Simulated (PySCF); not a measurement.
Compound: C4H7Cl.
Atom-mapped SMILES: `[CH3:1]/[CH:2]=[C:3](\[CH3:4])[Cl:5]` (hydrogens: H6, H7, H8 on C1; H9 on C2; H10, H11, H12 on C4)

Structure optimised with GFN2-xTB, isolated species.

(1) What internal coordinates does the optimisation give?

## Answers

(1) 
| bond | length (Å) | order |
| --- | --- | --- |
| C1–C2 | 1.493 | single |
| C2=C3 | 1.324 | double |
| C3–C4 | 1.490 | single |
| C3–Cl5 | 1.748 | single |
| C1–H6, C1–H7, C1–H8 | 1.088 | single |
| C2–H9 | 1.082 | single |
| C4–H10, C4–H11, C4–H12 | 1.088 | single |

Bonds in one row agree within 0.01 Å and their mean is given. Orders are formal, as drawn. A selection of angles:
| angle | degrees |
| --- | --- |
| C2–C1–H6 | 109.6 |
| C2–C1–H7 | 112.5 |
| H6–C1–H7 | 108.7 |
| H6–C1–H8 | 107.5 |
| C1–C2–C3 | 126.8 |
| C1–C2–H9 | 114.6 |
| C3–C2–H9 | 118.6 |
| C2–C3–C4 | 129.4 |
| C2–C3–Cl5 | 118.2 |
| C4–C3–Cl5 | 112.3 |
| C3–C4–H10 | 109.9 |
| C3–C4–H12 | 111.3 |
| H10–C4–H11 | 107.8 |
| H10–C4–H12 | 108.9 |

Torsions: C1–C2–C3–C4 0° (synperiplanar).

The C–C distances run from 1.324 Å (C2=C3, drawn double) to 1.493 Å (C1–C2, drawn single), a spread of 0.169 Å. Of the pairs four or more bonds apart, H7···H12 is among the closest relative to their van der Waals radii: 2.08 Å, 87 % of the sum of Bondi's values. The 5 heavy atoms lie in one plane (0.000 Å rms).

Point group: Cs (tolerance 0.08 Å). Not checked by GFN2-xTB frequencies.

These are computed values.
